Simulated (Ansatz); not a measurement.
**Worked example: the step energy**

An elementary step of SiNH₇S, closed shell (SiH₄S ([SiH3][SH]) + NH₃ → SiNH₅ ([NH2][SiH3]) + H₂S; Si–S, H–N broken or loosened, Si–N, S–H formed or tightened). “Start” and “end” are the PBE0-D4/def2-TZVP structures reached by relaxing down either side of its saddle point, with the molecules still in contact.

Computed with Ansatz 0.2.0 (basis: def2-TZVPP and def2-QZVPP); correlated methods freeze the cores.

Energies in eV:

| quantity | end | start |
| --- | --- | --- |
| Hartree–Fock, triple zeta (X = 3) | -20274.04609 | -20274.10087 |
| Hartree–Fock, quadruple zeta (X = 4) | -20274.69772 | -20274.73639 |
| MP2 correlation, X = 3 | -14.93235 | -15.06032 |
| MP2 correlation, X = 4 | -16.06991 | -16.22156 |
| CCSD(T) correlation, X = 3 | -16.97432 | -17.08369 |

Work out the step energy at the basis limit: extrapolate Hartree–Fock as E(X) = E∞ + A exp(−7.88 √X) and the MP2 correlation as E(X) = E∞ + B X^−2.97 (the exponents that Neese and Valeev fitted for def2-TZVPP and QZVPP), then add CCSD(T) − MP2 in triple zeta.

Each step is linear, so take the differences first (end − start): Hartree–Fock 0.05478 (X = 3) and 0.03867 (X = 4); MP2 correlation 0.12797 and 0.15165; CCSD(T) correlation 0.10937.
Two points give E∞ = E(4) + w [E(4) − E(3)], with w = 1/(exp(7.88 (2 − √3)) − 1) = 0.1377 for Hartree–Fock and w = 1/((4/3)^2.97 − 1) = 0.7407 for the correlation.
Hartree–Fock: 0.03867 + 0.1377 × (-0.01611) = 0.0365 eV.
MP2 correlation: 0.15165 + 0.7407 × 0.02368 = 0.1692 eV.
CCSD(T) − MP2: 0.10937 − 0.12797 = -0.0186 eV.
Sum: 0.0365 + 0.1692 + (-0.0186) = 0.1871 eV, or 4.31 kcal/mol. Plain CCSD(T) in triple zeta gives 0.1641 eV, so the larger basis shifts the result by 0.0230 eV.

T1 diagnostic: at most 0.011.

Labels in which every atom is bracketed show which atoms are joined, not bond orders.

For scale, one of the runs: CCSD(T)/def2-TZVPP, 213 basis functions, launched by `ansatz run in.yaml --threads 4 --pin off --events-out ev --progress --plain --max-ram 9574MiB`. The run took 34 s on 4 CPU threads of an Arm Neoverse V1 (shared host), with 2.8 GiB of host memory at its peak.
